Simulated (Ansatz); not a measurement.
Reaction: C2H2 (acetylene, SMILES C#C) → C2H2+ (parent SMILES C#C, doublet) + e-
Each species at its own B3LYP-D3(BJ)/def2-TZVP minimum (Ansatz, a quantum-chemistry and plane-wave program).

Wanted: adiabatic ionisation energy (electronic), in eV. Radicals and triplets start from unrestricted determinants; spin-orbit coupling is neglected. CBS(X,Y): correlation extrapolated as X^-3, Hartree-Fock from the larger set (Q,5: extrapolated as (X+1)exp(-9√X)). A bracket is a step between two methods taken in the basis named. The functionals are non-relativistic, so their misses hold any scalar relativity. Double hybrids freeze cores in their MP2 part. '+ core + X2C': CCSD(T) terms for core correlation (cc-pwCVTZ) and scalar relativity (cc-pVTZ-DK).

CCSD(T)/CBS(cc-pVQZ,cc-pV5Z) + [CCSDT(Q) - CCSD(T)]/cc-pVTZ + [CCSDTQ - CCSDT(Q)]/cc-pVDZ + core + X2C (Ansatz) gives 11.42 eV.

Task: How far off this value is PBE/def2-TZVPD (Ansatz), in which direction, and which of these levels come nearer: r2SCAN/def2-TZVPD, PBE0/def2-TZVPD, wB97M-V/def2-TZVPD, B2PLYP/def2-TZVPD, CCSD(T)/CBS(cc-pVQZ,cc-pV5Z) + core + X2C?

Result: PBE gives 11.25 eV, 0.17 eV below it. Differences of the others: r2SCAN/def2-TZVPD (Ansatz) -0.29; PBE0/def2-TZVPD (Ansatz) -0.24; wB97M-V/def2-TZVPD (Ansatz) -0.23; B2PLYP/def2-TZVPD (Ansatz) -0.16; CCSD(T)/CBS(cc-pVQZ,cc-pV5Z) + core + X2C (Ansatz) 0.01 eV. Nearer than PBE: B2PLYP/def2-TZVPD, CCSD(T)/CBS(cc-pVQZ,cc-pV5Z) + core + X2C.
